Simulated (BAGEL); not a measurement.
# C3H4ClF (SMILES F/C=C/CCl): HF/3-21G (density fitting with qzvpp-jkfit)

Aim: the energy change on altering one bond length of C3H4ClF at HF/3-21G (density fitting with qzvpp-jkfit), from 2 runs. 

The results are computed with BAGEL 1.2.2.

1 further run of the same task is left out (it didn't finish).

**1. Starting point**

C3H4ClF: 9 atoms, total charge 0, spin state singlet. As SMILES, `F/C=C/CCl`. Geometry: relaxed at GFN2-xTB. This is one conformer, not always the lowest.

Bond lengths: F1–C2 1.338 Å, C2–C3 1.321 Å, C3–C4 1.483 Å, C4–Cl5 1.802 Å, C2–H6 1.081 Å, C3–H7 1.080 Å, C4–H8 1.089 Å, C4–H9 1.089 Å. Some angles: F1–C2–C3 121.8°, C2–C3–C4 122.9°, C3–C4–Cl5 109.3°, F1–C2–H6 112.1°, C3–C2–H6 126.1°, C2–C3–H7 119.8°, C4–C3–H7 117.2°, C3–C4–H8 111.7°, C3–C4–H9 112.1°, Cl5–C4–H8 106.0°.

**2. The energy at HF/3-21G (density fitting with qzvpp-jkfit)**

hf.json reads:

```json
{ "bagel" : [

{
  "title" : "molecule",
  "basis" : "3-21g",
  "df_basis" : "qzvpp-jkfit",
  "angstrom" : true,
  "geometry" : [
    { "atom" : "F", "xyz" : [       1.968590,       1.190880,      -1.165760 ] },
    { "atom" : "C", "xyz" : [       0.770680,       0.644010,      -0.930220 ] },
    { "atom" : "C", "xyz" : [       0.515470,      -0.018010,       0.184160 ] },
    { "atom" : "C", "xyz" : [      -0.807360,      -0.620880,       0.477240 ] },
    { "atom" : "Cl", "xyz" : [      -1.636440,       0.349640,       1.748780 ] },
    { "atom" : "H", "xyz" : [       0.084230,       0.800650,      -1.750100 ] },
    { "atom" : "H", "xyz" : [       1.276460,      -0.100360,       0.946590 ] },
    { "atom" : "H", "xyz" : [      -0.710600,      -1.626890,       0.883190 ] },
    { "atom" : "H", "xyz" : [      -1.461030,      -0.619050,      -0.393880 ] }
  ]
},

{ "title" : "hf", "charge" : 0 },

{ "title" : "print", "file" : "orbitals.molden", "orbitals" : true }

]}
```

Launch:

```
BAGEL_NUM_THREADS=1 BAGEL hf.json > hf.out
```

Standard output:

```text
* using 1 threads per process

  ===============================================================
  ===============================================================

  *** Geometry ***

  { "atom" : "F", "xyz" : [      3.720096,      2.250437,     -2.202967 ] },
  { "atom" : "C", "xyz" : [      1.456374,      1.217003,     -1.757861 ] },
  { "atom" : "C", "xyz" : [      0.974097,     -0.034034,      0.348012 ] },
  { "atom" : "C", "xyz" : [     -1.525689,     -1.173293,      0.901853 ] },
  { "atom" : "Cl", "xyz" : [     -3.092423,      0.660724,      3.304715 ] },
  { "atom" : "H", "xyz" : [      0.159172,      1.513009,     -3.307210 ] },
  { "atom" : "H", "xyz" : [      2.412160,     -0.189653,      1.788796 ] },
  { "atom" : "H", "xyz" : [     -1.342839,     -3.074377,      1.668987 ] },
  { "atom" : "H", "xyz" : [     -2.760947,     -1.169835,     -0.744325 ] },

  Number of auxiliary basis functions:      502

  Since a DF basis is specified, we compute 2- and 3-index integrals:
    o Being stored without compression. Storage requirement is 0.013 GB

  Number of basis functions:       57
  Number of electrons      :       48

    * METHOD: MOLECULE                             0.52

  *** RHF ***

  === Nuclear Repulsion ===
   201.6042444370

      * DIIS with orbital gradients will be used.

  === RHF iteration (3-21g) ===
      0       -671.35787332          0.01742073           0.11
      1       -671.43613591          0.00870204           0.08
      2       -671.45277327          0.00166161           0.10
      3       -671.45382545          0.00029464           0.10
      4       -671.45387539          0.00013129           0.11
      5       -671.45388506          0.00003100           0.10
      6       -671.45388588          0.00001355           0.08
      7       -671.45388598          0.00000389           0.09
      8       -671.45388599          0.00000155           0.10
      9       -671.45388599          0.00000062           0.09
     10       -671.45388599          0.00000021           0.10
     11       -671.45388599          0.00000008           0.10
     12       -671.45388599          0.00000002           0.10
     13       -671.45388599          0.00000001           0.10
    * SCF iteration converged.

    * Permanent dipole moment:
           (    0.103795,     0.725959,     0.654228) a.u.

    * METHOD: HF                                   1.67

    * METHOD: PRINT                                0.01

  ===============================================================
```

It took 2.7 s on 1 thread of Intel Xeon at 2.50GHz (Skylake/Cascade Lake), shared host; peak memory 0.091 GiB.

**3. The distorted shape, same level**

input.json reads:

```json
{ "bagel" : [

{
  "title" : "molecule",
  "basis" : "3-21g",
  "df_basis" : "qzvpp-jkfit",
  "angstrom" : true,
  "geometry" : [
    { "atom" : "F", "xyz" : [    2.963475,    0.026269,   -2.691591 ] },
    { "atom" : "C", "xyz" : [    1.765565,   -0.520601,   -2.456051 ] },
    { "atom" : "C", "xyz" : [    1.510355,   -1.182621,   -1.341671 ] },
    { "atom" : "C", "xyz" : [    0.187525,   -1.785491,   -1.048591 ] },
    { "atom" : "Cl", "xyz" : [   -1.636440,    0.349640,    1.748780 ] },
    { "atom" : "H", "xyz" : [    1.079115,   -0.363961,   -3.275931 ] },
    { "atom" : "H", "xyz" : [    2.271345,   -1.264971,   -0.579241 ] },
    { "atom" : "H", "xyz" : [    0.284285,   -2.791501,   -0.642641 ] },
    { "atom" : "H", "xyz" : [   -0.466145,   -1.783661,   -1.919711 ] }
  ]
},
{
  "title" : "hf"
},
{
  "title" : "print",
  "file" : "orbitals.molden",
  "orbitals" : true
}

]}
```

Launch:

```
BAGEL_NUM_THREADS=1 BAGEL input.json > input.out
```

Standard output:

```text
* using 1 threads per process

  ===============================================================
  ===============================================================

  *** Geometry ***

  { "atom" : "F", "xyz" : [      5.600156,      0.049641,     -5.086370 ] },
  { "atom" : "C", "xyz" : [      3.336434,     -0.983793,     -4.641264 ] },
  { "atom" : "C", "xyz" : [      2.854157,     -2.234830,     -2.535391 ] },
  { "atom" : "C", "xyz" : [      0.354371,     -3.374089,     -1.981550 ] },
  { "atom" : "Cl", "xyz" : [     -3.092423,      0.660724,      3.304715 ] },
  { "atom" : "H", "xyz" : [      2.039232,     -0.687787,     -6.190612 ] },
  { "atom" : "H", "xyz" : [      4.292220,     -2.390449,     -1.094607 ] },
  { "atom" : "H", "xyz" : [      0.537221,     -5.275172,     -1.214415 ] },
  { "atom" : "H", "xyz" : [     -0.880886,     -3.370631,     -3.627728 ] },

  Number of auxiliary basis functions:      502

  Since a DF basis is specified, we compute 2- and 3-index integrals:
    o Being stored without compression. Storage requirement is 0.013 GB

  Number of basis functions:       57
  Number of electrons      :       48

    * METHOD: MOLECULE                             0.54

  *** RHF ***

  === Nuclear Repulsion ===
   161.7419691673

      * DIIS with orbital gradients will be used.

  === RHF iteration (3-21g) ===
      0       -671.11271739          0.01971138           0.12
      1       -670.78434192          0.02625294           0.09
      2       -671.24667506          0.00797045           0.09
      3       -671.28097285          0.00294039           0.11
      4       -671.28628178          0.00096947           0.10
      5       -671.28714943          0.00034136           0.10
      6       -671.28728166          0.00019399           0.11
      7       -671.28732784          0.00007969           0.10
      8       -671.28734210          0.00004022           0.08
      9       -671.28735076          0.00002891           0.09
     10       -671.28735706          0.00001914           0.10
     11       -671.28735982          0.00001196           0.09
     12       -671.28736088          0.00000509           0.10
     13       -671.28736103          0.00000252           0.08
     14       -671.28736104          0.00000139           0.09
     15       -671.28736104          0.00000057           0.09
     16       -671.28736104          0.00000023           0.09
     17       -671.28736104          0.00000012           0.10
     18       -671.28736104          0.00000007           0.08
     19       -671.28736104          0.00000005           0.13
     20       -671.28736104          0.00000004           0.09
     21       -671.28736104          0.00000002           0.09
     22       -671.28736104          0.00000001           0.09
    * SCF iteration converged.

    * Permanent dipole moment:
           (   -2.755356,     2.596106,     4.474887) a.u.

    * METHOD: HF                                   2.57

    * METHOD: PRINT                                0.01

  ===============================================================
```

Wall time 3.9 s (1 thread of Intel Xeon at 2.50GHz (Skylake/Cascade Lake), shared host); peak memory 0.09 GiB.

**4. What came out**

At HF/3-21G (density fitting with qzvpp-jkfit):

```
                                                          quantity          value
                                         first shape: total energy  -671.45389 Eh
                                        first shape: dipole moment         2.50 D
                                          first shape: HOMO energy      -10.46 eV
                                          first shape: LUMO energy        3.79 eV
                                        first shape: HOMO–LUMO gap       14.26 eV
                                     distorted shape: total energy  -671.28736 Eh
                                    distorted shape: dipole moment        14.90 D
                                      distorted shape: HOMO energy       -7.55 eV
                                      distorted shape: LUMO energy       -3.03 eV
                                    distorted shape: HOMO–LUMO gap        4.52 eV
energy change with the C4–Cl5 bond stretched from 1.802 to 3.964 Å       4.531 eV
```

**Reading.** One bond (distorted shape) is far stretched, which a spin-restricted single reference describes badly; a broken-symmetry solution may lie lower. With the C4–Cl5 bond stretched from 1.802 to 3.964 Å the energy rises by 4.53 eV (437 kJ/mol). The first shape isn't relaxed at this level, so the change isn't measured from a minimum. A restricted reference can't describe the breaking bond well at this length.
